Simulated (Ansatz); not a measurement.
`COC(Cl)Cl`. The species carries charge 0 and has multiplicity 1.

```xyz
9

C     0.081   -0.427   -1.164
O     0.795   -0.067    0.006
C     0.020    0.452    0.986
Cl    1.068    1.179    2.195
Cl   -1.033   -0.797    1.759
H    -0.489    0.426   -1.549
H     0.828   -0.726   -1.896
H    -0.598   -1.259   -0.964
H    -0.671    1.219    0.629
```

What are the harmonic wavenumbers in cm⁻¹ at PBE0-D4/def2-TZVP (Ansatz, finite differences of forces, unscaled)? (Estimate.)

Computed: 112, 182, 252, 272, 415, 437, 702, 838, 1022, 1164, 1174, 1225, 1253, 1339, 1471, 1480, 1499, 3032, 3090, 3109, 3173.

Is this a minimum?

Yes, all 21 modes are real.

Give the ideal-gas thermochemistry at 298.15 K and 1 bar (rigid rotor, harmonic oscillator; point group C1, symmetry number 1).

Zero-point energy 163.0 kJ/mol; H(298) − E = 181.1 kJ/mol; entropy 330.5 J/(mol·K), of which translation 168.0, rotation 114.9, vibration 47.6; G(298) − E = 82.5 kJ/mol.
